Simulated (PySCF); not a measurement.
Simulated outer-valence photoelectron spectrum of `OP` (PH2OH). Method: EOM-IP-CCSD/aug-cc-pVDZ in PySCF, restricted Hartree–Fock reference, frozen core, non-relativistic, gas phase, PBE0-D3(BJ)/def2-SVP geometry.

Each root has a Gaussian of 0.8 eV full width with its one-hole share as area; cross sections and vibrations are left out, and the highest printed point is 100.

(ionisation energy (eV), intensity): (8.8, 0), (9.0, 2), (9.2, 6), (9.4, 18), (9.6, 36), (9.8, 51), (10.0, 51), (10.2, 36), (10.4, 19), (10.6, 8), (10.8, 8), (11.0, 19), (11.2, 36), (11.4, 51), (11.6, 50), (11.8, 35), (12.0, 17), (12.2, 6), (12.4, 2), (12.6, 0), (12.8, 0), (13.0, 0), (13.2, 0), (13.4, 1), (13.6, 3), (13.8, 13), (14.0, 36), (14.2, 71), (14.4, 100), (14.6, 99), (14.8, 70), (15.0, 34), (15.2, 12), (15.4, 3), (15.6, 1), (15.8, 4), (16.0, 12), (16.2, 28), (16.4, 45), (16.6, 51), (16.8, 41), (17.0, 23), (17.2, 9), (17.4, 3), (17.6, 1)

Problem. Where are the maxima, and how many lines lie under the curve?

Solution. 4 maxima, at 9.9, 11.5, 14.5 and 16.6 eV, from 5 lines. At this width some lines have no maximum of their own.

Problem. List the lines with their holes.

Solution. 
```csv
E (eV),leading hole (HF orbital),area,Koopmans (eV)
9.90,HOMO,0.96,10.24
11.49,HOMO-1,0.95,12.74
14.49,HOMO-3,0.94,16.03
14.50,HOMO-2,0.94,15.88
16.57,HOMO-4,0.93,18.11
```

The widest gap, 3.00 eV, lies between 11.49 and 14.49 eV. Only orbitals with −ε under 21 eV, eight at most, were ionised, so the high end of the curve may lack lines.

The values belong to the conformer `[OH:1][PH2:2]`: H–O1–P2–H -133°, H–O1–P2–H 134°.
